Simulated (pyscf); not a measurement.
One hydrogen abstraction on the doublet surface with elements of a group swapped. ωB97M-D3(BJ)/def2-TZVP, eV, from the separated reactants. PySCF, gas phase, ωB97X-D3(BJ)/def2-SVP geometries.

| step | barrier | reaction energy | imaginary mode (i cm⁻¹) |
|---|---|---|---|
| H₂N–SiH•–F + H₂ → H₂N–SiH₂–F + H• | … | … | 1117 |
| H₂N–GeH•–F + H₂ → H₂N–GeH₂–F + H• | 1.02 | +0.86 | 842 |
| H₂N–SiH•–Cl + H₂ → H₂N–SiH₂–Cl + H• | 0.66 | +0.43 | 1028 |

### Question
What belongs in the gaps?

### Answer

- H₂N–SiH•–F + H₂ → H₂N–SiH₂–F + H•, barrier: 0.56
- H₂N–SiH•–F + H₂ → H₂N–SiH₂–F + H•, reaction energy: +0.29

Each row is the saddle that its search found. Elements up to Kr have no core potential and no relativistic terms here.
